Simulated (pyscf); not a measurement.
Thermochemistry of product channels of `[CH3][Si]([Cl])([Cl])[Cl]` + `[H][H]` on the singlet surface, in kJ/mol, from ωB97M-D3(BJ)/def2-TZVP energies (ideal gas, 1 atm, RRHO with modes under 100 cm⁻¹ raised to 100, one conformer, R ln 2 for chiral ones without a mode under 150 cm⁻¹). Optimised with ωB97X-D3(BJ)/def2-SVP in PySCF.

| products | ΔE | ΔH(298 K) | ΔG(900 K) | ΔG(1200 K) |
|---|---|---|---|---|
| `[CH3][SiH]([Cl])[Cl]` + `[ClH]` | +80.4 | +86.7 | +59.3 | +52.3 |
| `[CH4]` + `[Cl][SiH]([Cl])[Cl]` | -8.7 | +4.3 | -5.4 | -4.4 |

These are energies of the channels, which say nothing of barriers.
